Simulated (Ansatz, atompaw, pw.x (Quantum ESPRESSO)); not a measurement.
**What a changed setting does to a pw.x run (sc Cs)**

Potential: PAW, atompaw 4.2.0.5, LDA (PW92); core [Kr] 4d10, reference 5s2 5p6 5d0 6s0.5 6p0.5; waves: 5s (bound): rc 2.35 bohr; 6s (bound): rc 2.85 bohr; 5p (bound): rc 3.00 bohr; 6p (bound): rc 3.00 bohr; 5d (bound, empty): rc 3.00 bohr; 5d channel at 4.85 Ry: rc 3.00 bohr; local part: bessel scheme, radius 1.95 bohr; core correction: smooth core density matched at 1.95 bohr; augmentation: sinc compensation charge, radius 2.65 bohr; PAW radius 3.00 bohr; waves and projectors: custom polynom vanderbiltortho.

The reference run (k-mesh 8³, cutoffs 40/400 Ry, Fermi–Dirac 0.01 Ry, mixing_beta 0.4, conv_thr 1e-9, no spin) gives -0.00 GPa at 104.287 Å³/atom, where all-electron LAPW gives -0.00 GPa. This run, with its own iteration cap, changes smearing to fermi, a wrong or extreme entry chosen on purpose.

```
&control
  calculation='scf', prefix='x', pseudo_dir='./', outdir='./tmp', tstress=.true., disk_io='none'
/
&system
  ibrav=0, nat=1, ntyp=1, ecutwfc=40, ecutrho=400, nbnd=12,
  occupations='smearing', smearing='fermi', degauss=0.01
/
&electrons
  conv_thr=1e-09, mixing_beta=0.4, electron_maxstep=70
/
ATOMIC_SPECIES
Cs 1.0 Cs.UPF
CELL_PARAMETERS angstrom
  4.70699126 0.00000000 0.00000000
  0.00000000 4.70699126 0.00000000
  0.00000000 0.00000000 4.70699126
ATOMIC_POSITIONS crystal
Cs 0.0000 0.0000 0.0000
K_POINTS automatic
8 8 8 0 0 0
```

```bash
pw.x < Cs.scf.in > Cs.scf.out
```

Task: How does the run end?

Result: It stops with "set_occupations: smearing fermi unknown".

```
Error in routine  set_occupations (1):
      smearing fermi unknown
```

The run took about 0.7 s on one core of a shared host (Intel(R) Xeon(R) 6975P-C, 384 threads, 2976 GiB, load 180).
